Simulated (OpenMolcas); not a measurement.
# A workflow on [CF3]+ (SMILES F[C+](F)F), part 2 of 3

OpenMolcas 26.06.

**5. An energy scan at SC-NEVPT2(2,2)/ANO-R1 (sfX2C, pt2 variant SC-NEVPT2) (run 4)**

step4.inp

```
>>> EXPORT MOLCAS_PRINT=2
>>> COPY $CurrDir/step2.RasOrb $Project.RasOrb
>>> ForEach K in (1, 2, 3, 4, 5, 6, 7, 8, 9)

&GATEWAY
  Coord=$CurrDir/point$K.xyz
  Basis=ANO-R1
  Group=NoSym

&SEWARD

&RASSCF
  FileOrb=$Project.RasOrb
  Spin=1
  Nactel=2 0 0
  Inactive=15
  Ras2=2
  OrbListing=Nothing
  OrbAppear=Compact

&CASPT2
  SC-NEVPT2
  Frozen=4
>>> EndDo
```

Started as:

```console
$ export MOLCAS_MEM=1860
$ pymolcas step4.inp > step4.log
```

Output:

```text
--- Start Module: gateway ---

                                              &GATEWAY

                       available to each process: 1.9 GB of memory, 1 thread

++    Symmetry information:
      ---------------------

                    Character Table for C1

                             E
                    a        1  x, y, xy, Rz, z, xz, Ry, yz, Rx, I
--

++    Basis set information:
      ----------------------

      Basis set label: F.ANO-R...3S2P1D.

      Electronic valence basis set:
      ------------------
      Associated Effective Charge   9.000000 au
      Associated Actual Charge      9.000000 au
      Nuclear Model: Finite nucleus - Gaussian distribution
        Gaussian exponent, Xi/bohr**(-2):  5.35469E+08

      Shell  nPrim  nBasis  Cartesian Spherical Contaminant
         s      13       3        X
         p       8       2        X
         d       4       1                 X

      Basis set label: C.ANO-R...3S2P1D.

      Electronic valence basis set:
      ------------------
      Associated Effective Charge   6.000000 au
      Associated Actual Charge      6.000000 au
      Nuclear Model: Finite nucleus - Gaussian distribution
        Gaussian exponent, Xi/bohr**(-2):  6.80775E+08

      Shell  nPrim  nBasis  Cartesian Spherical Contaminant
         s      12       3        X
         p       7       2        X
         d       3       1                 X

      Basis set label: F.ANO-R...3S2P1D.

      Electronic valence basis set:
      ------------------
      Associated Effective Charge   9.000000 au
      Associated Actual Charge      9.000000 au
      Nuclear Model: Finite nucleus - Gaussian distribution
        Gaussian exponent, Xi/bohr**(-2):  5.35469E+08

      Shell  nPrim  nBasis  Cartesian Spherical Contaminant
         s      13       3        X
         p       8       2        X
         d       4       1                 X
--

++    Molecular structure info:
      -------------------------

                    ************************************************
                    **** Cartesian Coordinates / bohr, angstrom ****
                    ************************************************

     Center  Label                x              y              z                     x              y              z
        1      F1               1.188498      -0.194965       1.710444              0.628926      -0.103171       0.905128
        2      C2               0.000000       0.000000       0.000000              0.000000       0.000000       0.000000
        3      F3              -1.151788      -1.839459      -0.830346             -0.609500      -0.973400      -0.439400
        4      F4              -0.168186       2.056022      -1.069585             -0.089000       1.088000      -0.566000

                    ***************************************
                    *    InterNuclear Distances / bohr    *
                    ***************************************

               1 F1            2 C2            3 F3            4 F4
    1 F1       0.000000
    2 C2       2.091927        0.000000
    3 F3       3.825822        2.323726        0.000000
    4 F4       3.825715        2.323688        4.024858        0.000000

                    *******************************************
                    *    InterNuclear Distances / angstrom    *
                    *******************************************

               1 F1            2 C2            3 F3            4 F4
    1 F1       0.000000
    2 C2       1.107000        0.000000
    3 F3       2.024538        1.229663        0.000000
    4 F4       2.024481        1.229643        2.129863        0.000000

                    **************************************
                    *    Valence Bond Angles / degree    *
                    **************************************
                          Atom centers                 Phi
                      1 F1       2 C2       3 F3       120.00
                      1 F1       2 C2       4 F4       120.00
                      3 F3       2 C2       4 F4       120.00
--

            Nuclear Potential Energy            134.76035762 au

--- Stop Module: gateway /rc=_RC_ALL_IS_WELL_ ---

--- Start Module: seward ---

                                              &SEWARD

                       available to each process: 1.9 GB of memory, 1 thread

               SEWARD will generate:
                  Multipole Moment integrals up to order  2
                  Kinetic Energy integrals
                  Nuclear Attraction integrals (finite nuclei - Gaussian type)
                  One-Electron Hamiltonian integrals
                  Velocity integrals
                  Relativistic X2C integrals
                  Orbital angular momentum around ( -0.0362   0.0059  -0.0522 )
                  Velocity quadrupole around ( -0.0362   0.0059  -0.0522 )
                  Atomic mean-field integrals
                  Two-Electron Repulsion integrals

                   Integrals are discarded if absolute value <: 1.00E-14
                   Integral cutoff threshold is set to       <: 1.00E-16

            Nuclear Potential Energy            134.76035762 au

      Basis set specifications :
      Symmetry species         a
      Basis functions           56

--- Stop Module: seward /rc=_RC_ALL_IS_WELL_ ---
--- Module seward spent 2 seconds ---

--- Start Module: rasscf ---

                                              &RASSCF

                       available to each process: 1.9 GB of memory, 1 thread

      Header of the ONEINT file:
      --------------------------

      OrdInt status: non-squared

[... 78 lines left out ...]
                                         RASSCF iterations: Energy and convergence statistics
[... 22 lines left out ...]
      conf/sym  11     Coeff  Weight
[... 24 lines left out ...]
      Final state energy(ies):
[... 86 lines left out ...]
      Spin density orbitals for root   1 are written to the SPDORB.1 file
[... 93 lines left out ...]
      Reference energy:        -336.2103251711
[... 16 lines left out ...]
      Total energy:            -336.8733912259
[... 261 lines left out ...]
      Convergence after 11 iterations
[... 16 lines left out ...]
      Natural orbitals and occupation numbers for root  1
[... 23 lines left out ...]
::    RASSCF root number  1 Total energy:   -336.23455861
[... 95 lines left out ...]
 ###    WARNING: User changed nr of frozen orbitals.                         ###
[... 84 lines left out ...]
      Total energy:            -336.9032661958
[... 15 lines left out ...]
      Reference weight:           0.87228
[... 267 lines left out ...]
      Note: transformation to natural orbitals
[... 12 lines left out ...]
      *                                                    Final results                                                     *
[... 20 lines left out ...]
      Von Neumann Entropy (Root   1) =  0.10784
[... 140 lines left out ...]
      Imaginary shift                            0.00
[... 40 lines left out ...]
      Reference weight:           0.86910
[... 27 lines left out ...]
::    SC-NEVPT2 Root  1     Total energy:   -336.88864137
[... 256 lines left out ...]
      printout of CI-coefficients larger than  0.05 for root  1
[... 12 lines left out ...]
++    Final optimization conditions:
[... 46 lines left out ...]
      Dipole Moment (debye):
[... 129 lines left out ...]
 Compute H0 matrices for state    1
[... 29 lines left out ...]
  FINAL SC-NEVPT2 RESULT:
[... 185 lines left out ...]
      Nuclear repulsion energy =  115.30382767
[... 90 lines left out ...]
      energy=    -336.119759
[... 15 lines left out ...]
      RASSCF energy for state  1                   -336.11975884
[... 96 lines left out ...]
      Natural orbitals for root   1 are written to the RASORB.1 file
[... 92 lines left out ...]
  FINAL PC-NEVPT2 RESULT:
[... 15 lines left out ...]
      Reference energy:        -336.1197588413
[... 252 lines left out ...]
                                         RASSCF iterations: Energy and convergence statistics
[... 22 lines left out ...]
      conf/sym  11     Coeff  Weight
[... 24 lines left out ...]
      Final state energy(ies):
[... 87 lines left out ...]
      Spin density orbitals for root   1 are written to the SPDORB.1 file
[... 93 lines left out ...]
      Reference energy:        -336.0764124464
[... 16 lines left out ...]
      Total energy:            -336.7038068741
[... 259 lines left out ...]
      Convergence after  8 iterations
[... 16 lines left out ...]
      Natural orbitals and occupation numbers for root  1
[... 23 lines left out ...]
::    RASSCF root number  1 Total energy:   -336.05407170
[... 96 lines left out ...]
 ###    WARNING: User changed nr of frozen orbitals.                         ###
[... 84 lines left out ...]
      Total energy:            -336.6740519687
[... 15 lines left out ...]
      Reference weight:           0.87711
[... 265 lines left out ...]
      Note: transformation to natural orbitals
[... 12 lines left out ...]
      *                                                    Final results                                                     *
[... 20 lines left out ...]
      Von Neumann Entropy (Root   1) =  0.98404
[... 141 lines left out ...]
      Imaginary shift                            0.00
[... 40 lines left out ...]
      Reference weight:           0.87779
[... 27 lines left out ...]
::    SC-NEVPT2 Root  1     Total energy:   -336.66375692
[... 254 lines left out ...]
      printout of CI-coefficients larger than  0.05 for root  1
[... 12 lines left out ...]
++    Final optimization conditions:
[... 46 lines left out ...]
      Dipole Moment (debye):
[... 13 lines left out ...]
      LoProp population analysis for root number:  1
      -----------------------------------------------

++    LoProp analysis:
      ----------------

++    Static properties:
      ------------------

      LoProp Charges per center

                   F1       C2       F3       F4
      Nuclear      9.0000   6.0000   9.0000   9.0000
      Electronic  -8.9996  -5.0533  -8.9735  -8.9735

      Total        0.0004   0.9467   0.0265   0.0265
--

      Natural Bond Order analysis for root number:  1

++    Natural Bond Order analysis
      ---------------------------
      Based on LoProp computed density
      -------------------------------------------------------------------------------------
      Atom A       Atom B       Bond Order
      -------------------------------------------------------------------------------------
      NBO located      1.000 non-bonded electrons on atom F1
      NBO located      1.019 non-bonded electrons on atom F1
      NBO located      1.002 non-bonded electrons on atom F1
      NBO located      0.995 non-bonded electrons on atom C2
      NBO located      1.000 non-bonded electrons on atom F3
      NBO located      0.978 non-bonded electrons on atom F3
      NBO located      1.000 non-bonded electrons on atom F4
      NBO located      0.946 non-bonded electrons on atom F4
      The remaining    8.990 electrons are to be considered as diffuse
--

--

      Average orbitals are written to the RASORB file
      Natural orbitals for root   1 are written to the RASORB.1 file
      Spin density orbitals for root   1 are written to the SPDORB.1 file

--- Stop Module: rasscf /rc=_RC_ALL_IS_WELL_ ---
--- Module rasscf spent 1 second ---

--- Start Module: caspt2 ---

                                              &CASPT2

                       available to each process: 1.9 GB of memory, 1 thread

 ###############################################################################
 ###    WARNING: User changed nr of frozen orbitals.                         ###
 ###############################################################################

++    Wave function specifications:
      -----------------------------

      Number of closed shell electrons          22
      Number of electrons in active shells       2
      Max number of holes in RAS1 space          0
      Max number of electrons in RAS3 space      0
      Number of inactive orbitals               11
      Number of active orbitals                  2
      Number of secondary orbitals              39
      Spin quantum number                      0.0
      State symmetry                             1
      Number of CSFs                             3
      Number of CASSCF root(s) available         1
      NEVPT2 state passed to geometry opt.       1
      A file JOBMIX will be created
      This is a CASSCF or RASSCF reference function
--

++    Orbital specifications:
      -----------------------

      Symmetry species                           1
                                                 a
      Frozen orbitals                            4
      Inactive orbitals                         11
      Active orbitals                            2
      Secondary orbitals                        39
      Deleted orbitals                           0
      Number of basis functions                 56
--

++    NEVPT2 specifications:
      ----------------------

      Type of calculation                        SS-NEVPT2
      Internal contraction for energies          partially and strongly contracted
                                                 (PC-NEVPT2 and SC-NEVPT2)
      Denominator threshold for SC-NEVPT2        1.00E-09
      Fock operator                              state-specific
      0th-order Hamiltonian                      DYALL
      IPEA shift                                 0.00
      Real shift                                 0.00
      Imaginary shift                            0.00
      The input orbitals will be transformed to quasi-canonical
--

--------------------------------------------------------------------------------
 Estimated memory requirements:
  POLY3 :                   250070
  RHS:                      306888
  SIGMA :                   352960
  PRPCTL:                        0
 Available workspace:    232488862

++ NEVPT2 computation for group   1

********************************************************************************
 Multi-State initialization phase begins for group   1
--------------------------------------------------------------------------------
********************************************************************************
 Compute H0 matrices for state    1
--------------------------------------------------------------------------------
--------------------------------------------------------------------------------
 H0 matrices have been computed.

********************************************************************************
  NEVPT2 EQUATION SOLUTION
--------------------------------------------------------------------------------

  Total nr of NEVPT2 parameters:
   Before reduction:      142301
   After  reduction:      137797

 Variance of |WF0>:       3.2538554788
-----------------------------------------------------------------------------------------------------------------------------

  FINAL PC-NEVPT2 RESULT:

      Reference energy:        -336.0464211485
      E2 (Non-variational):      -0.6153572211
      E2 (Variational):          -0.6153572211
      Total energy:            -336.6617783696
      Residual norm:              0.0000000000
      Reference weight:           0.87804

      Contributions to the PC-NEVPT2 correlation energy
      Active & Virtual Only:         -0.0000080274
      One Inactive Excited:          -0.0754230768
      Two Inactive Excited:          -0.5399261169

  FINAL SC-NEVPT2 RESULT:

      Reference energy:        -336.0464211485
      E2 (Non-variational):      -0.6153520020
      E2 (Variational):          -0.6153520020
      Total energy:            -336.6617731505
      Residual norm:              0.0000000000
      Reference weight:           0.87804

      Contributions to the SC-NEVPT2 correlation energy
      Active & Virtual only:         -0.0000080290
      One Inactive Excited:          -0.0754179480
      Two Inactive Excited:          -0.5399260250

   (Skip denominator check etc. with SC-NEVPT2 wavefunction)

   (Skipping property calculation,
    use PROP keyword to activate)
--

  Total SC-NEVPT2 energies:
::    SC-NEVPT2 Root  1     Total energy:   -336.66177315

  A NEW JOBIPH FILE NAMED 'JOBMIX' IS PREPARED.
********************************************************************************
--- Stop Module: caspt2 /rc=_RC_ALL_IS_WELL_ ---

>>> END FOREACH

.##################.
.# Happy landing! #.
.##################.

    Timing: Wall=40.67 User=35.44 System=5.14
```

Run time: 41 s. Hardware: 1 thread of Intel Xeon Platinum 8375C at 2.90GHz (Ice Lake), shared host; peak memory 0.4 GiB.

The scan, from its lowest point:

| C2–F1 (Å) | energy (kJ/mol) |
| --- | --- |
| 1.107 | 78.2 |
| 1.230 | 0.0 |
| 1.353 | 38.1 |
| 1.537 | 178.7 |
| 1.783 | 371.2 |
| 2.090 | 523.4 |
| 2.459 | 601.8 |
| 2.951 | 628.6 |
| 3.689 | 633.8 |

[end of part 2 of 3]
